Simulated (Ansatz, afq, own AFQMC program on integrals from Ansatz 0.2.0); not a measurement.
AFQMC on a folder of integrals that Ansatz 0.2.0 wrote.

```yaml
crystal:
  periodic: [false, false, false]
  atoms:
    - {symbol: O, position_ang: [0.000000, 0.000000, 0.728052]}
    - {symbol: C, position_ang: [0.000000, 0.000000, -0.745948]}
    - {symbol: H, position_ang: [0.000000, -0.940035, -1.333934]}
    - {symbol: H, position_ang: [0.000000, 0.940035, -1.333934]}
basis:
  gaussian: {orbitals: cc-pVDZ}
magnetization: {spin_polarized: false}
correlation: {method: ccsd_t, electrons: outside_noble_gas, hamiltonian_folder: ham}
```

```sh
$ ansatz run in.yaml --threads 1 --pin off --events-out ev --progress --plain --max-ram 1382MiB
```

Options of the walk:

```
--method phaseless --trial cisd --walkers 60 --populations 1 --least-time 40 --time-step 0.005 --steps-per-block 50 --equilibration-blocks 28 --max-blocks 300 --target-error 0.00042 --factor-cut 1e-05 --seed 6686 --release-times 0.24,0.51,0.99,1.62,2.4 --release-step 0.03 --release-every 4 --taylor-order 6
```

Times are imaginary, in 1/Eh. The walk had a cap of 513 s.

Output of the walk:

```
orbitals 36  electrons 6 6  factors 274 of 346
reference energy -113.78374376 Eh
CCSD correlation -0.36149454 Eh in 12 cycles, weight of the determinant in the CISD state 0.8453
energy of the start -114.145238 Eh
 block  time / (1/Eh)  mean weight  energy / Eh
     1     0.250  0.9976  -114.140402
     2     0.500  1.0003  -114.146495
     3     0.750  0.9967  -114.171866
     4     1.000  1.0002  -114.152757
     5     1.250  0.9985  -114.155684
     9     2.250  1.0002  -114.157967
    33     8.250  0.9996  -114.177755
    65    16.250  1.0012  -114.161978
    97    24.250  1.0009  -114.159843
   129    32.250  1.0021  -114.156118
   161    40.250  1.0001  -114.153755
   193    48.250  1.0025  -114.151963
   225    56.250  1.0011  -114.153035
   257    64.250  1.0011  -114.147147
   265    66.250  0.9992  -114.205046
   289    72.250  0.9989  -114.157297
   321    80.250  0.9997  -114.161821
blocks merged  error / Eh  count
     1  0.000735  300
     2  0.000866  150
     4  0.000992  75
     8  0.001049  37
    16  0.001004  18
    32  0.001031  9
released: time / (1/Eh)  energy / Eh  error  mean overlap
  0.24  -114.163830  0.001379  1.0017
  0.51  -114.163035  0.001154  1.0034
  0.99  -114.163571  0.001083  1.0210
  1.62  -114.165621  0.001902  0.9983
  2.40  -114.165780  0.002067  0.9889
energy -114.162847 +/- 0.001049 Eh
(rows thinned)
```

The run passed its tests (sampling time, drift between the halves within three errors, error under three times the target), which doesn't prove that it has relaxed.

Against this walk (error 28.5 meV) on the same determinant: CCSD(T) 30.9 meV higher (within the noise), CCSDT(Q) 38.5 meV lower (within the noise). The error is statistical and leaves out the bias of the constraint. None of these is a sure reference here. Released to 2.40 1/Eh the energy moves by -80 ± 63 meV (both errors), within twice the noise.

Cautions: constraint bias not in the error; error above the target (28.5 against 11.4 meV); higher spins were not checked; restricted determinant unstable towards unrestricted (UHF 855 meV lower, ⟨S²⟩ 0.73); strong correlation (T1 0.034, weight of the determinant 0.85, largest double 0.20); the bias of populations of 60 walkers isn't removed.

The walk took 3.5 min on 1 thread of Arm Neoverse V1 (shared host). The log's last line is the phaseless energy.

CCSDT and higher add their correlation energy to the determinant of the CCSD(T) run, since their own runs factorise the integrals more tightly (a shift of under 2 meV). A walk keeps the symmetry of its determinant, which the program's search chose and which needn't be the lowest solution, so a lower state of the same spin and another symmetry isn't excluded.
